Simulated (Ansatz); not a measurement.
The cluster NaH2⁺. The state is a triplet with charge 1. Geometry r2SCAN-D4/def2-TZVP, that of the neutral doublet.

```csv
atom,x (Å),y (Å),z (Å)
Na1,-0.3509,1.0374,2.6682
H2,0.2140,-0.6628,-1.6754
H3,0.1369,-0.3746,-0.9928
```

In the triplet geometry the species has come apart into loosely held pieces. At PBE0-D4/def2-TZVP a singlet of charge 1 lies 9.35 eV below the triplet at the same geometry. The structure comes from a short search, and lower isomers may exist.

Q: Estimate the α-spin orbital energies around the gap (eV) in Ansatz with PBE-D4/def2-TZVP, r2SCAN-D4/def2-TZVP, PBE0-D4/def2-TZVP.

A: 
```csv
orbital,PBE-D4/def2-TZVP,r2SCAN-D4/def2-TZVP,PBE0-D4/def2-TZVP
HOMO−5,-62.12,-64.83,-67.38
HOMO−4,-34.26,-35.45,-37.77
HOMO−3,-34.26,-35.45,-37.77
HOMO−2,-34.24,-35.43,-37.75
HOMO−1,-22.59,-23.08,-24.55
HOMO,-7.64,-7.58,-8.17
LUMO,-6.45,-6.10,-5.87
LUMO+1,-4.40,-3.82,-3.80
LUMO+2,-4.22,-3.81,-3.73
LUMO+3,-4.22,-3.80,-3.73
LUMO+4,-2.62,-1.81,-2.22
LUMO+5,-1.17,-0.34,-0.45
β HOMO,-34.20,-35.40,-37.71
β LUMO,-5.78,-12.51,-5.21
```
